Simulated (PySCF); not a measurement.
**AlH3 (SMILES [H][Al]([H])[H]): levels of theory compared**

We compute a comparison of 4 runs (B2PLYP/6-31G, UMP2/6-31G, CCSD(T)/6-31G, UCCSD(T)/6-31G) of AlH3. Input form: a Python script.

The calculation is run with PySCF 2.14.0.

8 further runs of the same task are left out: 8 set aside as unsound or not needed.

## 1. The system as given

AlH3 has 4 atoms, charge 0, and is taken as a singlet. SMILES: `[H][Al]([H])[H]`. The Al1–H2 distance was set to 2.330 Å, away from the relaxed value. At this shape a bond of the SMILES string is far longer than usual.

Bond lengths: Al1–H3 1.553 Å, Al1–H4 1.553 Å. Angles: H3–Al1–H4 120.0°.

## 2. A single-point energy at B2PLYP/6-31G (run 1)

File calc.py:

```python
from pyscf import gto, dft, mp

system = gto.M(
    atom=[
    ('Al', (-0.776298, 0.015229, -0.007275)),
    ('H', (1.552650, -0.030520, 0.014610)),
    ('H', (-1.526098, 1.375089, -0.026415)),
    ('H', (-1.579118, -1.314051, -0.002815)),
],
    verbose=3,
    spin=0,
    max_memory=1860,
    basis='6-31g',
)

calc0 = dft.RKS(system)
calc0.xc = '0.53*HF + 0.47*B88, 0.73*LYP'
calc0.conv_tol = 1e-10
calc0.grids.level = 5
calc0.kernel()
if not calc0.converged:
    calc0 = calc0.newton().run(calc0.mo_coeff, calc0.mo_occ)

pt = mp.MP2(calc0, frozen=5).run()
e_tot = calc0.e_tot + 0.27 * pt.e_corr
print('PT2 part  %.8f' % (0.27 * pt.e_corr))
print(f'total energy: {e_tot:.8f} hartree')
```

Command:

```console
$ OMP_NUM_THREADS=1 python calc.py
```

Output:

```text
converged SCF energy = -243.940854809204
E(RMP2) = -244.004968791938  E_corr = -0.0641139827341081
E(SCS-RMP2) = -244.015871739847  E_corr = -0.0750169306430682
PT2 part  -0.01731078
total energy: -243.95816558 hartree
```

Wall time 1.9 s (1 thread of Arm Neoverse V1, shared host); peak memory 0.18 GiB.

## 3. A single-point energy at UMP2/6-31G (run 2)

File run.py:

```python
from pyscf import gto, mp

mol = gto.Mole()
mol.atom = [
    ('Al', (-0.776298, 0.015229, -0.007275)),
    ('H', (1.552650, -0.030520, 0.014610)),
    ('H', (-1.526098, 1.375089, -0.026415)),
    ('H', (-1.579118, -1.314051, -0.002815)),
]
mol.max_memory = 1860
mol.basis = '6-31g'
mol.verbose = 4
mol.build()

mf = mol.UHF()
mf.conv_tol = 1e-10
mf.kernel()
if not mf.converged:
    mf = mf.newton().run(mf.mo_coeff, mf.mo_occ)
for _ in range(3):
    mo, _, stable, _ = mf.stability(return_status=True)
    if stable:
        break
    mf.kernel(mf.make_rdm1(mo, mf.mo_occ))

pt = mp.MP2(mf, frozen=5).run()
e_final = pt.e_tot
print('Final energy', e_final)
```

Command:

```console
$ OMP_NUM_THREADS=1 python run.py
```

Output:

```text
PySCF version 2.14.0

[... 88 lines left out ...]
converged SCF energy = -243.525970458514  <S^2> = 4.3165471e-13  2S+1 = 1
[... 76 lines left out ...]
converged SCF energy = -243.526241882635  <S^2> = 0.099640478  2S+1 = 1.1826081
[... 3 lines left out ...]
******** <class 'pyscf.mp.ump2.UMP2'> ********
nocc = (np.int64(3), np.int64(3)), nmo = (14, 14)
frozen orbitals 5
E(UMP2) = -243.570551603121  E_corr = -0.0443097204868171
E(SCS-UMP2) = -243.578035484319  E_corr = -0.0517936016848052
E_corr(same-spin) = -0.00159007257620227
E_corr(oppo-spin) = -0.0427196479106148
Final energy -243.57055160312134
```

Run time: 0.91 s. Hardware: 1 thread of Arm Neoverse V1, shared host; peak memory 0.12 GiB.

Run 3 isn't shown in full; the table further down has it.

## 4. A single-point energy at UCCSD(T)/6-31G (run 4)

File start.xyz:

```xyz
4

Al    -0.776298     0.015229    -0.007275
H      1.552650    -0.030520     0.014610
H     -1.526098     1.375089    -0.026415
H     -1.579118    -1.314051    -0.002815
```

File job.py:

```python
from pyscf import gto, cc

mol = gto.M(
    atom='start.xyz',
    max_memory=1860,
    charge=0,
    verbose=4,
    basis='6-31g',
)

mf = mol.UHF()
mf.conv_tol = 1e-10
mf.kernel()
if not mf.converged:
    mf = mf.newton().run(mf.mo_coeff, mf.mo_occ)
for _ in range(3):
    mo, _, stable, _ = mf.stability(return_status=True)
    if stable:
        break
    mf.kernel(mf.make_rdm1(mo, mf.mo_occ))

mycc = cc.CCSD(mf, frozen=5)
mycc.kernel()
e_t = mycc.ccsd_t()
energy = mycc.e_tot + e_t
print('Final energy', energy)
```

Command:

```console
$ OMP_NUM_THREADS=1 python job.py
```

Output:

```text
PySCF version 2.14.0

[... 88 lines left out ...]
converged SCF energy = -243.525970458514  <S^2> = 4.3165471e-13  2S+1 = 1
[... 76 lines left out ...]
converged SCF energy = -243.526241882635  <S^2> = 0.099640478  2S+1 = 1.1826081
[... 14 lines left out ...]
Init t2, MP2 energy = -0.0443097203153457
[... 14 lines left out ...]
UCCSD converged
[... 2 lines left out ...]
Final energy -243.5986961658403
```

Run time: 1 s. Hardware: 1 thread of Arm Neoverse V1, shared host; peak memory 0.12 GiB.

## 5. The series

| run | level | integration grid | follow instability | energy (Eh) | dipole moment (D) of the reference | HOMO energy (eV) | LUMO energy (eV) | wall time |
| --- | --- | --- | --- | --- | --- | --- | --- | --- |
| 1 | B2PLYP/6-31G | 5 | – | -243.958166 | 1.63 | -8.14 | -1.15 | 1.9 s |
| 2 | UMP2/6-31G | – | yes | -243.570552 | 1.56 | -9.06 | 0.37 | 0.91 s |
| 3 | CCSD(T)/6-31G | – | – | -243.598740 | 1.80 | -9.65 | 0.44 | 0.74 s |
| 4 | UCCSD(T)/6-31G | – | yes | -243.598696 | 1.56 | -9.06 | 0.37 | 1 s |

## 6. What came out

| quantity | value |
| --- | --- |
| run 4: total energy | -243.59870 Eh |
| run 4: dipole moment (Hartree–Fock density) | 1.56 D |
| run 4: HOMO energy (Hartree–Fock orbitals) | -9.06 eV |
| run 4: LUMO energy (Hartree–Fock orbitals) | 0.37 eV |
| run 4: HOMO–LUMO gap (Hartree–Fock orbitals) | 9.43 eV |
| run 4: correlation energy (5 core orbitals frozen) | -72.5 mEh |
| run 4: (T) correction | -1.06 mEh |
| run 4: ⟨S²⟩ of the reference determinant | 0.100 |
| run 4: T1 diagnostic | 0.052 |

All runs together took 4.5 s, the longest 1.9 s.
